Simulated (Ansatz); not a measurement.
# F₂ (SMILES FF): one structure at several levels

One table from this session's results is given with a row withheld; the runs are named, their logs left out.

Program: Ansatz 0.2.0, Gaussian basis. Level of theory: single points in def2-TZVPP. These are calculated values, not measurements.

Correlated methods freeze the cores.

### Starting geometry

2 atoms, charge 0, spin multiplicity 1.

Atoms are counted from 1 here; the program's logs count them from 0.

No contacts short enough for the rule that draws bonds.

Geometry (Å):

```xyz
2

F    -0.59020    0.29970   -0.38790
F     0.59810   -0.22270    0.33860
```

The first run:

run/in.yaml

```yaml
crystal:
  periodic: [false, false, false]
  atoms:
    - {symbol: F, position_ang: [-0.590200, 0.299700, -0.387900]}
    - {symbol: F, position_ang: [0.598100, -0.222700, 0.338600]}
basis:
  gaussian: {orbitals: def2-TZVPP}
correlation: {method: ccsd_t}
output: {forces: true}
```

No record of the launch command was kept for these runs.

Among the steps run: CCSD(T)/def2-TZVPP; PBE0-D4/def2-TZVPP; wB97M-V/def2-TZVPP; r2SCAN-D4/def2-TZVPP; PBE-D4/def2-TZVPP; revPBE-D4/def2-TZVPP; HSE06-D4/def2-TZVPP.

One of the session's tables, all rows but one given; the rest of the session is left out.

| method | RMS force component (eV/Å) |
| --- | --- |
| CCSD(T) | ? |
| PBE0-D4 | 1.954 |
| wB97M-V | 1.904 |
| r2SCAN-D4 | 1.509 |
| PBE-D4 | 1.192 |
| revPBE-D4 | 1.061 |
| HSE06-D4 | 1.956 |

Estimate the missing values for CCSD(T).

The run gave: RMS force component (eV/Å): 0.916. In the column «RMS force component (eV/Å)» it is the lowest.
